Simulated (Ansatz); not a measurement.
A made-up structure of SiH$_{3}$S$_{2}$ (charge -1), closed shell:

Si1  (-0.285, -0.441, -1.201)
S2  (-0.464, 0.534, 0.825)
S3  (1.010, -0.352, 1.982)
H4  (-1.734, -0.951, -1.244)
H5  (-0.618, 0.878, -1.915)
H6  (0.830, -1.321, -1.219)
(Å)

It is relaxed with PBE-D4/def2-SVPD and then PBE0-D4/def2-TZVPD (Ansatz 0.2.0). Atoms count as bonded within 1.22 times the sum of their covalent radii (H–H: 0.88 Å). The end point is not checked to be a true minimum.

Does its bonding change? (A judgement: the text doesn't fix the answer.)

The calculation gives: No: no bond forms or breaks.

Where it ends: The first stage lowers the energy by 1.04 eV in 10 steps. It ends as SiH₃S₂ ([SiH3][S][S]), total charge -1:
```
6
angstrom
Si -0.3430 -0.2301 -0.9816
S -0.0666 0.8946 0.7580
S 0.4278 -0.8061 1.8675
H -1.4305 -1.2447 -0.8604
H -0.7414 0.6735 -2.1277
H 0.8923 -0.9391 -1.4269
```

Labels in which every atom is bracketed show which atoms are joined, not bond orders.

For scale, one of the runs: PBE0-D4/def2-TZVPD relaxation, 162 basis functions, launched by `ansatz run in.yaml --threads 2 --pin off --events-out ev --progress --plain --max-ram 4352MiB`. The run took about 18 s on 2 CPU threads of an Intel Xeon Platinum 8488C (shared host).
